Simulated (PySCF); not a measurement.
# SFOH: structure of the triplet

Where does triplet SFOH go from a linear start, is the end point a minimum, and what are its modes, charges and moments?

The runs use PySCF 2.14.0; PBE0, basis S def2-TZVP, F def2-TZVP, O def2-TZVP, H def2-TZVP, no relativity, density fitting.

## 1. Where the work starts

4 atoms, charge 0, spin multiplicity 3.

Bond lengths: S1–F2 1.670 Å, S1–O3 1.660 Å, O3–H4 0.960 Å. Angles: F2–S1–O3 180.0°, S1–O3–H4 130.0°.

```xyz
4
charge 0 multiplicity 3
S     0.0000    0.0000    0.0000
F     0.0000    0.0000    1.6700
O     0.0000    0.0000   -1.6600
H     0.7354    0.0000   -2.2771
```

## 2. First SCF at the start

One driver script runs all steps and calls PySCF; scf.py shows how it sets up the SCF of each step. The optimiser is the driver's own. After this first run the driver tries any further starts and a stability analysis.

Input file scf.py:

```python
from pyscf import gto, scf, dft
mol = gto.M(atom='''
S      0.000000     0.000000     0.000000
F      0.000000     0.000000     1.670000
O      0.000000     0.000000    -1.660000
H      0.735400     0.000000    -2.277100''',
    basis={'S': 'def2-TZVP', 'F': 'def2-TZVP', 'O': 'def2-TZVP', 'H': 'def2-TZVP'},
    charge=0, spin=2)
mf = dft.UKS(mol, xc='PBE0')
mf.grids.atom_grid = (50, 194)
aux = {'S': 'def2-universal-JKFIT', 'F': 'def2-universal-JKFIT', 'O': 'def2-universal-JKFIT', 'H': 'def2-universal-JKFIT'}
mf = mf.density_fit(auxbasis=aux)
mf.conv_tol = 1e-08
mf.diis_space = 10
mf.max_cycle = 60
mf.init_guess = 'minao'
mf.verbose = 4
mf.kernel()
```

Command:

```
OMP_NUM_THREADS=4 python axn.py task.json out
```

Further steps of the session: Relaxing the triplet from the linear start; Frequencies.

Before running it: what results should come out? Wanted: minimum; geometry; wavenumbers; dipole moment; highest occupied, lowest empty level; polar-tensor charge of S1; zero-point energy; atomisation energy; ⟨S²⟩.

**Answer**, as computed:

```
                                          quantity                                                              value
                                           minimum                                                        triplet, Cs
                                          geometry  O–H 0.967 Å, S–F 1.707 Å, S–O 1.680 Å; F–S–O 156.1°, H–O–S 113.8°
                                wavenumbers (cm⁻¹)       276 (a'), 366 (a''), 579 (a'), 699 (a'), 949 (a'), 3805 (a')
                                     dipole moment                                                             2.39 D
highest occupied, lowest empty level (either spin)                                                    -7.60, -3.66 eV
                         polar-tensor charge of S1                                                            +1.06 e
                                 zero-point energy                                                        39.9 kJ/mol
                               entropy at 298.15 K                                                    277.4 J/(mol K)
         atomisation energy (no zero-point energy)                                                         980 kJ/mol
                                              ⟨S²⟩                                                              2.006
```

The linear start keeps its Cs symmetry and ends in a minimum. The strongest infrared band lies at 699 cm⁻¹ (a'). Most of the spin sits on S1 (Mulliken spin 1.48, against 2 for the whole molecule). Other starts or spin states, not run here, may lie lower.
